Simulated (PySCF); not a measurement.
CH3NO. Atoms are numbered in the order given.

```xyz
6

N      0.1575    -1.0812     0.0000
C     -0.3856     0.1617     0.0000
O      0.2453     1.1934     0.0000
H      1.1596    -1.1828     0.0000
H     -0.4200    -1.9030     0.0000
H     -1.4910     0.1369     0.0000
```
Charge 0, spin multiplicity 1.

Coordinates come from a B3LYP-D3(BJ)/def2-TZVP optimisation. One conformer was computed; it need not be the lowest.

These are B3LYP-D3(BJ)/def2-TZVP in PySCF values and carry that method's errors.

No scaling factor is applied to the harmonic values.

```json
[
 {"mode": "1", "ν (cm⁻¹)": "240", "IR (km/mol)": "216.1", "moving atoms (share of kinetic energy)": "H 81 %, N 18 %"},
 {"mode": "2", "ν (cm⁻¹)": "571", "IR (km/mol)": "10.8", "moving atoms (share of kinetic energy)": "H 36 %, O 30 %, C 20 %, N 14 %"},
 {"mode": "3", "ν (cm⁻¹)": "644", "IR (km/mol)": "17.7", "moving atoms (share of kinetic energy)": "H 82 %, C 10 %"},
 {"mode": "4", "ν (cm⁻¹)": "1043", "IR (km/mol)": "1.7", "moving atoms (share of kinetic energy)": "H 62 %, C 34 %"},
 {"mode": "5", "ν (cm⁻¹)": "1056", "IR (km/mol)": "4.5", "moving atoms (share of kinetic energy)": "H 54 %, N 31 %, O 13 %"},
 {"mode": "6", "ν (cm⁻¹)": "1269", "IR (km/mol)": "106.2", "moving atoms (share of kinetic energy)": "C 44 %, H 30 %, N 25 %"},
 {"mode": "7", "ν (cm⁻¹)": "1421", "IR (km/mol)": "5.8", "moving atoms (share of kinetic energy)": "H 82 %, O 11 %"},
 {"mode": "8", "ν (cm⁻¹)": "1620", "IR (km/mol)": "64.3", "moving atoms (share of kinetic energy)": "H 81 %, N 15 %"},
 {"mode": "9", "ν (cm⁻¹)": "1796", "IR (km/mol)": "410.6", "moving atoms (share of kinetic energy)": "C 62 %, O 30 %"},
 {"mode": "10", "ν (cm⁻¹)": "2936", "IR (km/mol)": "101.4", "moving atoms (share of kinetic energy)": "H 92 %"},
 {"mode": "11", "ν (cm⁻¹)": "3572", "IR (km/mol)": "33.5", "moving atoms (share of kinetic energy)": "H 96 %"},
 {"mode": "12", "ν (cm⁻¹)": "3707", "IR (km/mol)": "41.9", "moving atoms (share of kinetic energy)": "H 91 %, N 9 %"}
]
```
